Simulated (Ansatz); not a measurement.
**F$_{2}$, singlet: the ladder up to RCCSDTQ**

Geometry: MP2(full)/6-31G*, from the G2/97 set.

```xyz
2

F     0.0000    0.0000    0.0000
F     0.0000    0.0000    1.4206
```

Basis cc-pVDZ; Ansatz 0.2.0. Only valence electrons are correlated (noble-gas cores frozen), which leaves 14 electrons in 26 orbitals. R marks a restricted (for open shells ROHF) determinant, U an unrestricted one.

Full CI isn't at hand for all of this; RCCSDTQ serves as the reference, and is uncertain by about the last step of the cluster series. The frozen core follows each run's orbitals, which can shift R against U totals by a few meV.

Unrestricted rows (U) aren't spin-pure: their determinants' ⟨S²⟩ exceeds S(S+1) by up to 0.39, so they mix in states of higher spin.

- UHF ⟨S²⟩: 0.391
- T1 diagnostic (RCCSD): 0.0097
- largest doubles amplitude (RCCSD): 0.190

```json
{"level": "UHF", "E − E(RHF) (eV)": "-0.3283"}
{"level": "RMP2", "E − E(RHF) (eV)": "-10.7448"}
{"level": "UMP2", "E − E(RHF) (eV)": "-9.5870"}
{"level": "RCCSD", "E − E(RHF) (eV)": "-10.9882"}
{"level": "UCCSD", "E − E(RHF) (eV)": "-10.9511"}
{"level": "RCCSD(T)", "E − E(RHF) (eV)": "-11.2388"}
{"level": "UCCSD(T)", "E − E(RHF) (eV)": "-11.2068"}
```

Task: Estimate how far RCCSDTQ in cc-pVDZ lies from RCCSD(T). The table doesn't fix it; the size of (T) and the diagnostics are the guide.

Result: RCCSDTQ in cc-pVDZ lies 1.85 mEh below RCCSD(T), which is 20 % of the (T) step (-9.21 mEh). A doubles amplitude is large, RHF is unstable towards spin polarisation, but (T) still catches most of what CCSD lacks. The miss exceeds 1 kcal/mol.

The other levels:

```
    level  E − E(RCCSDTQ) (mEh)  share of correlation (%)  wall time
   RCCSDT                  1.57                     99.62          –
RCCSDT(Q)                 -0.16                    100.04      2.1 s
```

The correlation energy at RCCSDTQ, counted from RHF, is -11.289 eV. That run took 13 s on 5 threads of AMD EPYC 7R13 with a whole H100 80 GB, shared host.

Times hold each run's SCF and search for its determinant on a shared host, so for small cases they say little of a method's own cost; they ran on 1 thread of AMD EPYC 7R13.

Atomization energy (electronic, same basis, no zero-point term; atoms at the same level, unrestricted beside the R rows where the molecule is a closed shell, with restricted open-shell steps beyond CCSDT(Q)) at RCCSDTQ: 115.8 kJ/mol. Errors of other levels:

```json
{"level": "RHF", "error (kJ/mol)": "-288.3"}
{"level": "UHF", "error (kJ/mol)": "-256.6"}
{"level": "RMP2", "error (kJ/mol)": "10.1"}
{"level": "UMP2", "error (kJ/mol)": "-101.6"}
{"level": "RCCSD", "error (kJ/mol)": "-23.4"}
{"level": "UCCSD", "error (kJ/mol)": "-26.9"}
{"level": "RCCSD(T)", "error (kJ/mol)": "-3.8"}
{"level": "UCCSD(T)", "error (kJ/mol)": "-6.9"}
{"level": "RCCSDT", "error (kJ/mol)": "-3.5"}
{"level": "RCCSDT(Q)", "error (kJ/mol)": "0.5"}
```

This basis is far from its limit, so the value isn't to be set against a measured one.
